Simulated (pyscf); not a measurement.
# Four-centre exchange: H₃Ge–O–GeH₃ + H₂O → HO–GeH₃ + HO–GeH₃

Gas phase, singlet surface, charge 0. Bonds broken: Ge1–O2, O10–H11. Bonds formed: Ge1–O10, O2–H11. Structures and frequencies: ωB97X-D3(BJ)/def2-SVP in PySCF.

Transition state (Å):

```xyz
12

Ge    -2.2939     0.3827     0.2792
O     -0.4159    -0.4454     0.4309
Ge     0.9270    -0.0519    -0.6565
H     -3.5910     1.0058     0.8938
H     -2.7878    -0.9434    -0.3248
H     -1.7862     1.4576    -0.6977
H      2.1097    -0.9668    -0.3017
H      0.4579    -0.3084    -2.0994
H      1.3263     1.4277    -0.4920
O     -1.5022     0.5007     2.1520
H     -0.6825    -0.0619     1.6351
H     -1.9808     0.0280     2.8451
```

One imaginary mode, 683i cm⁻¹; descent along it reached the two sides named, in the forms told below.

```
bond     change  reactant side (Å)  saddle  product side
-------  ------  -----------------  ------  ------------
Ge1–O2   breaks              1.796   2.058           3.2
O10–H11  breaks              0.973   1.121         1.820
Ge1–O10   forms                3.0   2.037         1.808
O2–H11    forms              1.886   1.292         0.975
```

Electronic energies relative to the separated reactants (eV):

```json
[
 {"level": "ωB97X-D3(BJ)/def2-TZVP", "barrier": "1.00", "reaction energy": "+0.16", "reverse barrier": "0.84"},
 {"level": "PBE/def2-TZVP", "barrier": "0.79", "reaction energy": "+0.04", "reverse barrier": "0.75"},
 {"level": "r²SCAN/def2-TZVP", "barrier": "0.85", "reaction energy": "+0.08", "reverse barrier": "0.77"},
 {"level": "B3LYP-D3(BJ)/def2-TZVP", "barrier": "0.95", "reaction energy": "+0.10", "reverse barrier": "0.85"},
 {"level": "PBE0-D3(BJ)/def2-TZVP", "barrier": "0.88", "reaction energy": "+0.10", "reverse barrier": "0.78"},
 {"level": "M06-2X/def2-TZVP", "barrier": "0.91", "reaction energy": "+0.12", "reverse barrier": "0.79"},
 {"level": "ωB97M-D3(BJ)/def2-TZVP", "barrier": "0.98", "reaction energy": "+0.09", "reverse barrier": "0.90"},
 {"level": "HF/def2-TZVP", "barrier": "1.70", "reaction energy": "+0.10", "reverse barrier": "1.59"}
]
```

With ωB97M-D3(BJ)/def2-TZVP energies and thermal terms (ideal gas, 1 atm, RRHO with modes under 100 cm⁻¹ raised to 100, one conformer, R ln 2 for chiral ones without a mode under 150 cm⁻¹), in eV:

| T (K) | ΔH‡ | ΔG‡ | ΔH | ΔG |
|---|---|---|---|---|
| 298 | 0.93 | 1.39 | +0.08 | +0.02 |
| 600 | 0.93 | 1.86 | +0.07 | -0.03 |
| 900 | 0.96 | 2.31 | +0.07 | -0.09 |
| 1200 | 0.99 | 2.76 | +0.08 | -0.14 |

On the reactant side the descent ends in a complex (not fully relaxed), 0.26 eV under the separated species and 1.26 eV under the saddle at ωB97X-D3(BJ)/def2-TZVP. On the product side the descent ends in a complex, 0.31 eV under the separated species and 1.15 eV under the saddle at ωB97X-D3(BJ)/def2-TZVP. One saddle was located; it need not be the lowest between these sides. Elements up to Kr have no core potential and no relativistic terms here.
